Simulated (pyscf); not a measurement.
This saddle point was located with ωB97X-D3(BJ)/def2-SVP in PySCF.

```xyz
8

Cl    -1.3453     0.8210     1.7602
Ge    -0.8565    -0.3094    -0.0241
Cl    -0.0986    -2.1158     0.8230
Cl    -2.7861    -0.3922    -0.9473
H     -0.1139    -0.7222    -1.6196
O      0.3991     1.0193    -0.6107
H      0.3074     0.2443    -1.5138
H      0.2772     1.9789    -0.5181
```
Charge 0, spin multiplicity 1.

Surface: singlet, charge 0. Lowest wavenumbers (cm⁻¹): 1527i, 73, 110, 176, 194.

### Question
Name the species on either side of this saddle.

### Answer
Cl–GeH(Cl)–Cl + water (H₂O) <-> HO–Ge(Cl)(Cl)–Cl + hydrogen (H₂), a four-centre exchange read from left to right: Ge–H, H–O broken and Ge–O, H–H formed. At ωB97M-D3(BJ)/def2-TZVP it lies +42.6 kcal/mol from the left side and +46.2 kcal/mol from the right (each side as separated species at their lowest minima found). On the reactant side the descent ends in a complex (not fully relaxed), 5.7 kcal/mol under the separated species and 47.9 kcal/mol under the saddle at ωB97X-D3(BJ)/def2-TZVP. This is the saddle that the search found; another between the same sides may lie lower. Elements up to Kr have no core potential and no relativistic terms here.
